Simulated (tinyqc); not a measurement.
Extended Hueckel theory, for CH4, step by step. One step of it, computed by the program tinyqc.

Task: Mulliken analysis. P = C n C^T; charge = valence electrons (C 4, H 1) minus the sum of (P S)_ii on the atom; overlap population = 2 sum P_ij S_ij between two atoms.

coefficients, order 1C 2s, 1C 2px, 1C 2py, 1C 2pz, 2H 1s, 3H 1s, 4H 1s, 5H 1s:
```
[[0.710661, 0.000000, 0.000000, 0.000000, 0.000000, 0.000000, 0.000000, 1.599002],
 [0.000000, -0.126730, 0.155966, -0.460901, 0.932602, -0.533232, 0.452836, 0.000000],
 [0.000000, 0.047432, 0.477969, 0.148700, -0.272071, 0.418775, 1.053446, 0.000000],
 [0.000000, 0.484258, -0.006000, -0.135182, 0.644496, 0.948386, -0.210558, 0.000000],
 [0.137418, 0.265616, 0.411868, -0.293442, -0.676141, -0.432062, -0.671322, -0.714147],
 [0.137418, -0.431863, -0.207269, -0.311175, -0.290231, 0.984603, 0.202088, -0.714147],
 [0.137418, -0.203395, 0.215139, 0.488509, 0.958064, -0.001876, -0.420270, -0.714147],
 [0.137418, 0.369641, -0.419738, 0.116108, 0.008308, -0.550665, 0.889504, -0.714147]]
```

occupations: [2.000000, 2.000000, 2.000000, 2.000000, 0.000000, 0.000000, 0.000000, 0.000000]

overlap S, order 1C 2s, 1C 2px, 1C 2py, 1C 2pz, 2H 1s, 3H 1s, 4H 1s, 5H 1s:
```
[[1.000000, 0.000000, 0.000000, 0.000000, 0.493612, 0.493612, 0.493612, 0.493612],
 [0.000000, 1.000000, 0.000000, 0.000000, 0.284180, 0.284180, -0.284180, -0.284180],
 [0.000000, 0.000000, 1.000000, 0.000000, 0.284180, -0.284180, 0.284180, -0.284180],
 [0.000000, 0.000000, 0.000000, 1.000000, 0.284180, -0.284180, -0.284180, 0.284180],
 [0.493612, 0.284180, 0.284180, 0.284180, 1.000000, 0.149100, 0.149100, 0.149100],
 [0.493612, 0.284180, -0.284180, -0.284180, 0.149100, 1.000000, 0.149100, 0.149100],
 [0.493612, -0.284180, 0.284180, -0.284180, 0.149100, 0.149100, 1.000000, 0.149100],
 [0.493612, -0.284180, -0.284180, 0.284180, 0.149100, 0.149100, 0.149100, 1.000000]]
```

Give: charges; Overlap populations.

Result:

charges: [-0.0436, 0.0109, 0.0109, 0.0109, 0.0109]

Overlap populations:
```
pair      value
2-1    0.758306
3-1    0.758306
3-2   -0.053605
4-1    0.758306
4-2   -0.053605
4-3   -0.053605
5-1    0.758306
5-2   -0.053605
5-3   -0.053605
5-4   -0.053605
```
